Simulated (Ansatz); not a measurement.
# BH4NO: the cost of one run

All numbers are computed with the Python package of Ansatz 0.2.0. The levels of theory stand in the script.

### Step 1. The structure

Bond lengths: N1–B2 1.478 Å, B2–O3 1.438 Å, N1–H4 0.985 Å, N1–H5 1.100 Å, B2–H6 1.198 Å, O3–H7 1.029 Å. Angles: N1–B2–O3 117.2°, N1–B2–H6 121.9°, O3–B2–H6 120.9°, B2–N1–H4 108.0°, B2–N1–H5 107.3°, H4–N1–H5 105.1°, B2–O3–H7 105.7°.

No structure file is read: the coordinates are typed or built in the script.

### Step 2. The code

The input, methods.py:

```python
import ansatz

BASIS_SET = "def2-SVP"

GEOMETRY = """
N    -0.75240    0.09580   -0.74840
B     0.23390    0.15010    0.35070
O     1.03670   -1.02240    0.57260
H    -1.42470   -0.58660   -0.52030
H    -1.30040    1.04940   -0.74440
H     0.37550    1.12910    1.02610
H     1.89270   -0.88340    0.01800
"""

molecule = ansatz.Crystal.molecule()
for line in GEOMETRY.strip().splitlines():
    symbol, *xyz = line.split()
    molecule = molecule.atom(symbol, [float(v) for v in xyz])

setup = molecule.calculation().basis(gaussian=BASIS_SET)

methods = ["mp2", "ccsd", "ccsd_t"]
reports = [setup.correlation(m).run(threads=1).report for m in methods]
print(f"Hartree-Fock reference {reports[0]['reference_energy_ev'] / 27.211386246:.6f} Ha")
best = reports[-1]["free_energy_ev"] - reports[-1]["reference_energy_ev"]
for method, each in zip(methods, reports):
    gained = each["free_energy_ev"] - each["reference_energy_ev"]
    print(f"{method:8s} total {each['free_energy_ev'] / 27.211386246:.6f} Ha  correlation {gained:9.4f} eV  ({100 * gained / best:.1f} % of the last)")
```

### Step 3. The input behind the calls

The engine receives this input (first run):

```yaml
crystal:
  periodic: [false, false, false]
  atoms:
    - { symbol: "N", position_ang: [-0.7524, 0.0958, -0.7484] }
    - { symbol: B, position_ang: [0.2339, 0.1501, 0.3507] }
    - { symbol: O, position_ang: [1.0367, -1.0224, 0.5726] }
    - { symbol: H, position_ang: [-1.4247, -0.5866, -0.5203] }
    - { symbol: H, position_ang: [-1.3004, 1.0494, -0.7444] }
    - { symbol: H, position_ang: [0.3755, 1.1291, 1.0261] }
    - { symbol: H, position_ang: [1.8927, -0.8834, 0.018] }
basis:
  gaussian:
    orbitals: def2-SVP
correlation:
  method: mp2
```

### Step 4. Launch

Launch:

```bash
$ python methods.py
```

What time and memory should one allow on 1 thread of Arm Neoverse V2, shared host?

About 2.6 s, with a peak of 0.21 GiB.
